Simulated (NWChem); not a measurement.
**One shape, several levels: SO2 (sulfur dioxide)**

Aim: a comparison of 3 runs (HF/3-21G, B3LYP/6-31G*, MP2/def2-TZVPP) of SO2 (sulfur dioxide). 

Program for the calculation: NWChem 7.3.0.

1 further run of the same task is left out (set aside as unsound or not needed).

## (1) The system as given

The species is SO2 (3 atoms), meant as a singlet with charge 0. SMILES: `O=S=O`. The shape is that of a PBE0-D4/def2-TZVP optimisation.

Bond lengths: O1–S2 1.431 Å, S2–O3 1.431 Å. Angles: O1–S2–O3 118.9°.

## (2) Energy and forces at HF/3-21G (run 1)

The input, run.py:

```python
from ase import Atoms
from ase.calculators.nwchem import NWChem

mol = Atoms(['O', 'S', 'O'], positions=[
    [-0.974420, 0.645900, -0.459510],
    [0.269520, 0.357380, 0.186790],
    [0.704900, -1.003280, 0.272720],
])

calc = NWChem(
    label='o2s',
    theory='scf',
    memory='2200 mb',
    basis='3-21G',
    basispar='spherical bse',
    scf={'nopen': '0', 'rhf': None, 'thresh': '1e-08', 'maxiter': '80'},
)
mol.calc = calc

forces = mol.get_forces()
print(f"energy = {mol.get_potential_energy():.6f} eV")
print("forces (eV/A):")
for s, f in zip(mol.symbols, forces):
    print(f"{s:2s} {f[0]:10.5f} {f[1]:10.5f} {f[2]:10.5f}")
print("dipole (e A):", mol.get_dipole_moment().round(4))
```

The run is started by

```sh
export ASE_NWCHEM_COMMAND="nwchem PREFIX.nwi > PREFIX.nwo"
python run.py
```

Log:

```text
energy = -14809.704721 eV
forces (eV/A):
O    -6.21683    0.99713   -3.27955
S     4.42641    5.86931    3.06769
O     1.79041   -6.86644    0.21186
dipole (e A): [0.2961 0.3926 0.2052]
```

The calculator wrote o2s.nwi:

```
title "o2s"

permanent_dir o2s

scratch_dir o2s

start o2s

geometry units angstrom nocenter noautosym noautoz
  O  -9.7441999999999995e-01 6.4590000000000003e-01 -4.5950999999999997e-01
  S  2.6951999999999998e-01 3.5737999999999998e-01 1.8679000000000001e-01
  O  7.0489999999999997e-01 -1.0032799999999999e+00 2.7272000000000002e-01
end

memory 2200 mb

basis spherical bse noprint
   * library 3-21G
end

scf
  nopen 0
  rhf
  thresh 1e-08
  maxiter 80
end

task scf gradient
```

o2s.nwo (excerpt; [...] marks lines left out):

```text
[...]
      One-electron energy =   -966.239221703253
[... 1 line left out ...]
 Nuclear repulsion energy =    108.393829685268
[... 34 lines left out ...]
                       ROHF Final Molecular Orbital Analysis
[... 184 lines left out ...]
     L   x y z        total         open         nuclear
[...]
  wavefunction    =   RHF
                         RHF ENERGY GRADIENTS
    atom               coordinates                        gradient
                 x          y          z           x          y          z
   1 O      -1.841387   1.220574  -0.868348    0.120898  -0.019391   0.063777
   2 S       0.509319   0.675350   0.352982   -0.086080  -0.114140  -0.059657
   3 O       1.332068  -1.895924   0.515366   -0.034818   0.133531  -0.004120
[...]
```

Run time: 3.9 s. Hardware: 1 thread of Intel Xeon Platinum 8259CL at 2.50GHz (Skylake/Cascade Lake), shared host; peak memory 0.099 GiB.

## (3) Energy and gradient at B3LYP/6-31G(d) (Cartesian functions) (run 2)

The input, run.py:

```python
from ase import Atoms
from ase.calculators.nwchem import NWChem

atoms = Atoms(['O', 'S', 'O'], positions=[
    [-0.974420, 0.645900, -0.459510],
    [0.269520, 0.357380, 0.186790],
    [0.704900, -1.003280, 0.272720],
])

calc = NWChem(
    label='o2s',
    theory='dft',
    memory='2200 mb',
    basis='6-31G*',
    dft={'xc': 'b3lyp', 'mult': '1', 'grid': 'xfine', 'convergence': 'energy 1e-08', 'iterations': '100', 'mulliken': None, 'print': 'low'},
)
atoms.calc = calc

forces = atoms.get_forces()
e = atoms.get_potential_energy()
print(f"E = {e:.6f} eV")
print("forces (eV/A):")
for s, f in zip(atoms.symbols, forces):
    print(f"{s:2s} {f[0]:10.5f} {f[1]:10.5f} {f[2]:10.5f}")
```

The run is started by

```sh
export ASE_NWCHEM_COMMAND="nwchem PREFIX.nwi > PREFIX.nwo"
python run.py
```

Log:

```text
E = -14927.756905 eV
forces (eV/A):
O    -1.89897    0.52394   -0.97733
S     1.16198    1.54086    0.80532
O     0.73698   -2.06475    0.17201
```

The calculator wrote o2s.nwi:

```
title "o2s"

permanent_dir o2s

scratch_dir o2s

start o2s

geometry units angstrom nocenter noautosym noautoz
  O  -9.7441999999999995e-01 6.4590000000000003e-01 -4.5950999999999997e-01
  S  2.6951999999999998e-01 3.5737999999999998e-01 1.8679000000000001e-01
  O  7.0489999999999997e-01 -1.0032799999999999e+00 2.7272000000000002e-01
end

memory 2200 mb

basis noprint
   * library 6-31G*
end

dft
  xc b3lyp
  mult 1
  grid xfine
  convergence energy 1e-08
  iterations 100
  mulliken
  print low
end

task dft gradient
```

o2s.nwo (excerpt; [...] marks lines left out):

```text
[...]
         Total DFT energy =     -548.584952327701
      One electron energy =     -970.752951540864
           Coulomb energy =      356.658216292673
    Exchange-Corr. energy =      -42.884046764779
 Nuclear repulsion energy =      108.393829685268
[... 5 lines left out ...]
     ---------------------------------------------
      Total Density - Mulliken Population Analysis
     ---------------------------------------------
    Atom       Charge   Shell Charges
 -----------   ------   -------------------------------------------------------
    1 O    8     8.40   1.99  0.94  2.84  0.94  1.65  0.03
    2 S   16    15.21   2.00  1.99  5.97  1.46  2.54  0.50  0.42  0.33
    3 O    8     8.40   1.99  0.94  2.84  0.94  1.65  0.03
[...]
                         DFT ENERGY GRADIENTS
    atom               coordinates                        gradient
                 x          y          z           x          y          z
   1 O      -1.841387   1.220574  -0.868348    0.036929  -0.010189   0.019006
   2 S       0.509319   0.675350   0.352982   -0.022597  -0.029965  -0.015661
   3 O       1.332068  -1.895924   0.515366   -0.014332   0.040153  -0.003345
 Task  times  cpu:       14.4s     wall:       14.4s
 Total times  cpu:       14.4s     wall:       14.4s
```

Run time: 17 s. Hardware: 1 thread of Intel Xeon Platinum 8259CL at 2.50GHz (Skylake/Cascade Lake), shared host; peak memory 0.12 GiB.

## (4) Energy and gradient at MP2/def2-TZVPP (run 3)

The input, o2s.nw:

```
start o2s
title "O2S gradient"
memory total 2200 mb

geometry noautosym nocenter noautoz
  O       -0.974420       0.645900      -0.459510
  S        0.269520       0.357380       0.186790
  O        0.704900      -1.003280       0.272720
end

basis spherical bse
  O library def2-TZVPP
  S library def2-TZVPP
end

scf
  thresh 1e-08
  maxiter 80
end

mp2
  freeze core 7
  tight
end

task mp2 gradient
```

The run is started by

```sh
nwchem o2s.nw > o2s.out
```

Log:

```text
[...]
  functions       =   104
[...]
  wavefunction    = RHF
[...]
         Total SCF energy =   -547.303107151954
      One-electron energy =   -970.527362877529
      Two-electron energy =    314.830426040306
 Nuclear repulsion energy =    108.393829685268
        Time for solution =     49.5s
[...]
          Total MP2 energy          -547.956947891299
[...]
                         mp2 ENERGY GRADIENTS
    atom               coordinates                        gradient
                 x          y          z           x          y          z
   1 O      -1.841387   1.220574  -0.868348    0.018984  -0.006672   0.009611
   2 S       0.509319   0.675350   0.352982   -0.010374  -0.013754  -0.007189
   3 O       1.332068  -1.895924   0.515366   -0.008611   0.020427  -0.002421
[...]
```

Wall time 2.4 min (1 thread of Intel Xeon Platinum 8259CL at 2.50GHz (Skylake/Cascade Lake), shared host); peak memory 0.33 GiB.

## (5) All runs side by side

```tsv
run	level	Cartesian functions	iteration cap	energy (Eh)	dipole moment (D)	HOMO energy (eV)	LUMO energy (eV)	wall time
1	HF/3-21G	no	80	-544.246615	2.56	-12.68	0.25	3.9 s
2	B3LYP/6-31G* (Cartesian functions)	yes	100	-548.584952	–	–	–	17 s
3	MP2/def2-TZVPP	no	80	-547.956948	1.60	-13.49	0.42	2.4 min
```

## (6) Results

| quantity | value |
| --- | --- |
| run 3: total energy | -547.95695 Eh |
| run 3: dipole moment (of the density that the program reports) | 1.60 D |
| run 3: HOMO energy (Hartree–Fock orbitals) | -13.49 eV |
| run 3: LUMO energy (Hartree–Fock orbitals) | 0.42 eV |
| run 3: HOMO–LUMO gap (Hartree–Fock orbitals) | 13.91 eV |
| run 3: correlation energy (7 core orbitals frozen) | -653.8 mEh |
| run 3: largest force on an atom | 1.147 eV/Å |

All runs together took 2.7 min, the longest 2.4 min.
